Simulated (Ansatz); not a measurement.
The input, for Ansatz 0.2.0:

```yaml
crystal:
  periodic: [false, false, false]
  atoms:
    - {symbol: Al, position_ang: [0.000000, 0.000000, 0.215843]}
    - {symbol: C, position_ang: [0.000000, 0.000000, -1.707686]}
    - {symbol: H, position_ang: [0.000000, 0.000000, 1.491843]}
basis:
  gaussian: {orbitals: 6-31G}
magnetization: {spin_polarized: false}
correlation: {method: ccsdtq, electrons: outside_noble_gas}
```

```sh
$ ansatz run in.yaml --threads 1 --pin off --events-out ev --progress --plain --max-ram 2393MiB
```

Log:

```
500 factors; integrals over basis functions are off by at most 2.4e-7 eV
mean field evaluation 1: about -7619.0371 eV, gradient 1.3e1 eV
mean field evaluation 2: about -7619.0390 eV, gradient 1.3e1 eV
mean field evaluation 4: about -7619.8172 eV, gradient 1.7e0 eV
mean field evaluation 8: about -7619.8602 eV, gradient 7.0e-2 eV
mean field evaluation 16: about -7619.8425 eV, gradient 6.5e-1 eV
mean field evaluation 32: about -7616.9893 eV, gradient 2.3e-6 eV
mean field evaluation 64: about -7619.5308 eV, gradient 6.2e0 eV
mean field evaluation 96: about -7583.2488 eV, gradient 5.1e-1 eV
mean field evaluation 128: about -7619.8603 eV, gradient 4.3e-3 eV
mean field evaluation 160: about -7619.8500 eV, gradient 6.6e-1 eV
...
mean field -7619.86026894 eV, -280.0246999568 hartree, gradient 3.0e-6 eV, S^2 0.000000; 8 other end points of the search recorded, 0 dependent functions left out; unrestricted orbitals would lower it
determinant -7619.86026894 eV, -280.0246999568 hartree, with singles and doubles -7623.56770233 eV, -280.1609456208 hartree
determinant -7616.98929969 eV, -279.9191937828 hartree, with singles and doubles -7621.35158548 eV, -280.0795048289 hartree
6 core orbitals not correlated: weight in the atoms' cores, before any rotation towards them, 1.000 or more for the frozen orbitals, at most 0.000 for the correlated occupied ones
reference -7619.86026894 eV, -280.0246999568 hartree; 4, 4 occupied and 14, 14 virtual orbitals, 500 factors
second order -2.96831148 eV of doubles, -0.00000000 eV of singles
...
cycle  30  -3.96935663 eV  change    8.0e-5 eV  update   2.3e-5
cycle  31  -3.96936606 eV  change   -9.4e-6 eV  update   2.8e-5
cycle  32  -3.96930685 eV  change    5.9e-5 eV  update   1.8e-5
cycle  33  -3.96930723 eV  change   -3.8e-7 eV  update   2.9e-5
cycle  34  -3.96931303 eV  change   -5.8e-6 eV  update   1.9e-5
cycle  35  -3.96933889 eV  change   -2.6e-5 eV  update   1.2e-5
cycle  36  -3.96934167 eV  change   -2.8e-6 eV  update   3.6e-6
cycle  37  -3.96934697 eV  change   -5.3e-6 eV  update   2.1e-6
cycle  38  -3.96934570 eV  change    1.3e-6 eV  update   9.3e-7
cycle  39  -3.96934628 eV  change   -5.8e-7 eV  update   6.0e-7
WARN: these amplitudes may be one of several solutions (largest doubles amplitude 0.74, level shift 0.00 eV)
Total energy: -7623.82961522 eV, -280.1705707421 hartree
```

The T1 diagnostic is 0.025.

For the same geometry and basis full CI lies 5.4 meV lower. By full CI's occupations no single determinant describes the state well. The program flagged this run's energy as in doubt. The determinant fills πx and πy unequally, so it is a mixture of Σ and Δ. RHF is unstable: UHF (⟨S²⟩ = 1.21) lies 0.92 eV below the lowest RHF solution. Higher spins weren't run at this geometry and may lie near or lower.

Ran on 1 thread of Arm Neoverse V2, shared host: 8 s wall, 0.14 GiB peak host memory.
